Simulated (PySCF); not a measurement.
butadiene (C4H6), SMILES C=CC=C. The structure is a stationary point at PBE-D3(BJ)/def2-SVP. The values are those of a single conformer.

Method: PBE-D3(BJ)/def2-SVP (PySCF).

Harmonic wavenumbers (cm⁻¹): 181, 288, 501, 523, 756, 880, 886, 889, 957, 962, 1023, 1191, 1256, 1258, 1347, 1402, 1613, 1668, 3066, 3072, 3077, 3079, 3176, 3176. Rotational constants (GHz): 41.60, 4.356, 3.943; symmetry number 2.

Task: Work out the zero-point energy and the ideal-gas rigid-rotor harmonic-oscillator thermochemistry at 298.15 K and 1 atm.

Result: ZPE = ½ Σ hcν = ½ × 36226 cm⁻¹ = 216.68 kJ/mol. H − E(el) = 231.61 kJ/mol. Entropy in J/(mol K): translation 158.52, rotation 93.08, vibration 26.06, total 277.66. G − E(el) = 148.82 kJ/mol. Cp = 76.67 J/(mol K).
